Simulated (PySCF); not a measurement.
C2F4, SMILES C(=C(F)F)(F)F (connectivity only; charge and spin as stated), charge +1, multiplicity 2. Coordinates come from a PBE0-D3(BJ)/def2-SVP optimisation. The multiplicity is an assumed one; other spin states were not compared.

Computed with PBE0-D3(BJ)/def2-SVP in PySCF.

Harmonic wavenumbers (cm⁻¹): 144, 212, 414, 443, 546, 600, 618, 863, 1335, 1626, 1628, 1781. Rotational constants (GHz): 5.697, 3.354, 2.111; symmetry number 4.

**Question.** Work out the zero-point energy and the ideal-gas rigid-rotor harmonic-oscillator thermochemistry at 298.15 K and 1 atm.

**Answer.** ZPE = ½ Σ hcν = ½ × 10213 cm⁻¹ = 61.09 kJ/mol. H − E(el) = 77.15 kJ/mol. Entropy in J/(mol K): translation 166.18, rotation 99.26, vibration 33.98, spin 5.76, total 305.19. G − E(el) = -13.84 kJ/mol. Cp = 77.29 J/(mol K). Modes under 150 cm⁻¹ make the vibrational entropy uncertain.
